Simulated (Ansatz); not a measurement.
A nudged elastic band was laid between two geometries of CH$_{4}$BCl (7 atoms, charge 0, multiplicity 1).

Method: Ansatz, UKS PBE/def2-mTZVP.

```
movable images  : 5
climbing image  : yes
spring          : 5.0 eV/Å²
optimiser       : quadratic models (default)
start path      : through a guess of the saddle point
force threshold : 0.03 eV/Å
iteration limit : 60
end points      : relaxed
```

First end point:

```xyz
7
Properties=species:S:1:pos:R:3
B -0.531 0.123 -0.634
H -1.202 -0.712 -1.173
C 0.444 -0.200 0.531
H 1.114 -1.032 0.249
Cl -0.741 1.770 -1.246
H -0.136 -0.593 1.387
H 1.051 0.643 0.885
```

Last end point:

```xyz
7
Properties=species:S:1:pos:R:3
B -0.069 1.127 -0.081
H -0.889 -2.165 -1.380
C 0.470 0.576 1.071
H -0.165 -2.024 -1.243
Cl -0.728 1.806 -1.489
H 0.296 -0.467 1.351
H 1.085 1.147 1.771
```

(1) Which bonds break or form, and what moves?

(2) Give the energies along the band, and the barrier.

(3) What is the geometry of the highest image?

## Answers

(1) Bonds broken: B1–H2, C3–H4. Bonds formed: H2–H4. CH4BCl becomes CH2BCl + H2.

(2) It converged. The highest image is number 4 of 0 to 6, 2.68 eV above the first end and 0.17 eV above the last; the last end lies 2.52 eV above the first. Neighbouring images differ by up to 1.3 eV, so the band resolves the path poorly. A vibrational analysis at the climbing image gives one clearly imaginary mode, 419i cm⁻¹: a first-order saddle point. The orbitals stay closed-shell, which can raise the energy where a bond breaks towards radicals; this wasn't checked here.

```json
{"image": "0", "path coordinate (Å)": "0.00", "energy (eV)": "0.00", "B1–H2 (Å)": "1.20", "C3–H4 (Å)": "1.10", "H2–H4 (Å)": "2.74"}
{"image": "1", "path coordinate (Å)": "0.81", "energy (eV)": "0.06", "B1–H2 (Å)": "1.20", "C3–H4 (Å)": "1.11", "H2–H4 (Å)": "2.66"}
{"image": "2", "path coordinate (Å)": "1.61", "energy (eV)": "1.35", "B1–H2 (Å)": "1.19", "C3–H4 (Å)": "1.38", "H2–H4 (Å)": "1.81"}
{"image": "3", "path coordinate (Å)": "2.42", "energy (eV)": "2.41", "B1–H2 (Å)": "1.26", "C3–H4 (Å)": "2.07", "H2–H4 (Å)": "1.33"}
{"image": "4", "path coordinate (Å)": "3.23", "energy (eV)": "2.68", "B1–H2 (Å)": "1.87", "C3–H4 (Å)": "2.51", "H2–H4 (Å)": "0.78"}
{"image": "5", "path coordinate (Å)": "4.16", "energy (eV)": "2.54", "B1–H2 (Å)": "2.81", "C3–H4 (Å)": "3.15", "H2–H4 (Å)": "0.75"}
{"image": "6", "path coordinate (Å)": "5.10", "energy (eV)": "2.52", "B1–H2 (Å)": "3.63", "C3–H4 (Å)": "3.54", "H2–H4 (Å)": "0.75"}
```

(3) 
```xyz
7
Properties=species:S:1:pos:R:3
B -0.108 0.503 -0.333
H -0.862 -1.150 -0.776
C 0.425 0.182 0.924
H -0.156 -1.207 -1.090
Cl -0.604 1.522 -1.635
H 0.522 -0.827 1.325
H 0.782 0.977 1.585
```

The run took 4 min on 2 threads of Arm Neoverse N1, with other jobs on the host, peak memory 0.14 GiB.
